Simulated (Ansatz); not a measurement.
Relaxation of C4H4O (9 atoms, charge 0, multiplicity 1), to a largest force component of 0.015 eV/Å in at most 40 steps.

Computed with RHF/def2-SVP in Ansatz 0.2.0.

```xyz
9
Properties=species:S:1:pos:R:3:forces:R:3
C -1.118 1.012 -0.502 0.13 -0.02 0.06
C -0.123 0.262 -0.079 -0.43 0.27 -0.19
C 0.340 -1.120 0.280 0.03 -0.13 0.04
C 1.218 0.074 0.360 1.86 0.55 0.49
O 2.298 0.510 0.622 -1.65 -0.62 -0.41
H -0.999 2.077 -0.632 0.08 0.16 -0.01
H -2.088 0.598 -0.732 -0.10 -0.12 -0.02
H 0.495 -1.842 -0.512 0.11 -0.08 -0.23
H -0.024 -1.571 1.195 -0.04 -0.01 0.26
```

Q: Where does it end, and by what steps?

A: It converged. After 3 steps the energy has fallen by 0.025 eV; O5 moved furthest, 0.02 Å.

| step | energy less start (eV) | largest force component (eV/Å) | accepted |
| --- | --- | --- | --- |
| 0 | 0.0000 | 1.859 | yes |
| 1 | -0.0230 | 0.317 | yes |
| 2 | -0.0231 | 0.172 | yes |
| 3 | -0.0246 | 0.014 | yes |

```xyz
9
Properties=species:S:1:pos:R:3
C -1.121 1.018 -0.503
C -0.132 0.261 -0.081
C 0.342 -1.129 0.283
C 1.217 0.071 0.360
O 2.279 0.506 0.616
H -0.988 2.086 -0.630
H -2.094 0.602 -0.736
H 0.512 -1.844 -0.520
H -0.016 -1.571 1.211
```

Whether the end is a true minimum wasn't checked by a vibrational analysis.

Time of the run: 4.4 s on 1 thread of AMD EPYC 9R45 96-Core Processor (Zen 5), with other jobs on the host, peak memory 0.18 GiB.
